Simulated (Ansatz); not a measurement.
Li3H3. Total charge 0; triplet. Geometry r2SCAN-D4/def2-TZVP; atoms count from 1.

```tsv
atom	x (Å)	y (Å)	z (Å)
Li1	0.825	0.034	-0.129
Li2	-1.762	-1.477	-0.002
Li3	-1.786	1.316	0.597
H4	2.712	0.496	-0.377
H5	2.720	-0.249	-0.538
H6	-2.709	-0.121	0.450
```

In the triplet, H4 and H5 lie 0.76 Å apart (atoms count from 1), so H2 has formed as a molecule. At PBE0-D4/def2-TZVP a singlet of charge 0 lies 2.37 eV below the triplet, each at its own geometry. The structure comes from a short search, and lower isomers may exist.

(1) Estimate the Mulliken populations from the PBE0/def2-TZVP orbitals of Ansatz.

(2) Where does the spin sit?

(3) And the Mayer bond orders between bonded heavy atoms (over 0.3)?

Answers

(1) 
```tsv
atom	charge (e)	spin (α − β)
Li1	-0.11	1.06
Li2	0.28	0.42
Li3	0.28	0.42
H4	0.02	0.02
H5	0.02	0.02
H6	-0.49	0.06
```
Mulliken values and Mayer orders depend strongly on the basis.

(2) Summed by element: Li 1.90, H 0.10, of 2 unpaired in all. Largest on single atoms: Li1 1.06, Li3 0.42, Li2 0.42.

(3) Li1–Li2 0.47 (3.00 Å); Li1–Li3 0.47 (3.00 Å).
